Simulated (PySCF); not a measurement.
**State search for LiC⁺**

Unrestricted PBE0; basis Li def2-SVPD, C def2-SVPD; no relativity; PySCF 2.14. Outer shells of the fragments: Li+ closed shells only; C 2s2 2p2.

Followed along the bond (rough minima from three points):

| 2Ms+1 | unpaired | ⟨S²⟩ at the start | R at minimum (Å) | Te (eV) |
| --- | --- | --- | --- | --- |
| 3 | σ ↑, π ↑ | 2.00 | 2.31 | 0.00 |
| 1 | σ ↑, π ↓ | 1.01 | 2.33 | 0.45 |
| 1 | none | 0.00 | 2.32 | 1.44 |
| 3 | π ↑↑ | 2.01 | none in the scan | ≤ 0.56 |
| 1 | π ↑↓ | 1.01 | none in the scan | ≤ 1.02 |

Solutions found at the starting distance of 2.095 Å, counted from the lowest of them; the search is not exhaustive and high or unbound solutions are not listed, so other states can lie among these:

```tsv
2Ms+1	unpaired	term	E (eV)	⟨S²⟩	⟨Lz²⟩	μ (D)
3	σ ↑, π ↑	³Π	0.00	2.00	1.00	-4.84
1	σ ↑, π ↓	mixed	0.46	1.01	1.00	-4.92
3	π ↑↑	³Σ⁻	0.63	2.01	0.00	-4.81
1	π ↑↓	mixed	1.10	1.01	2.01	-4.83
1	none	¹Σ⁺	1.48	0.00	0.00	-5.12
1	none	mixed	2.69	0.00	2.00	-4.70
3	σ ↑↑, π ↑↓	mixed	7.06	3.00	2.00	-5.17
3	σ ↑↑	³Σ⁺	8.44	2.00	0.00	3.40
3	σ ↑↑	mixed	8.52	2.01	2.00	-5.01
```

A term symbol is given only where ⟨S²⟩ and ⟨Lz²⟩ are close to those of a pure state; real π, δ and φ orbitals otherwise mix terms. A positive dipole points towards C; it is taken about the centre of mass and depends on that origin.
